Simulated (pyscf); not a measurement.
HF (SMILES F) + H₃C–B(F)–F (SMILES CB(F)F) -> F–B(F)–F (SMILES FB(F)F) + CH₄ (SMILES C), a four-centre exchange (singlet surface; F–H, B–C broken, B–F, C–H formed). Single points on ωB97X-D3(BJ)/def2-SVP structures (PySCF, gas phase). MP2 and CC: frozen core, UHF for open shells. ΔMP2 is the change of the MP2 total energy from the triple- to the quadruple-zeta basis. Energies in eV from the separated reactants.

Small-basis levels: PySCF, no dispersion term, spherical d functions. 

Question: Quick BP86/6-31G* single points give ΔE‡ = 0.46 eV and ΔE = -1.90 eV. What does CCSD(T)/def2-TZVPP + ΔMP2(QZVPP) give, and how far is the quick result from it?

Answer: CCSD(T)/def2-TZVPP + ΔMP2(QZVPP) gives ΔE‡ = 1.25 eV and ΔE = -1.33 eV. BP86/6-31G* lies 0.79 eV under it in the barrier and 0.57 eV under it in the reaction energy, so on this step it does not hold to within 0.13 eV. CCSD(T)/def2-TZVPP + ΔMP2(QZVPP) has limits of its own. This is the saddle that the search found; another between the same sides may lie lower. The CCSD(T) − MP2 part came from Ansatz, without density fitting, on the same reference.
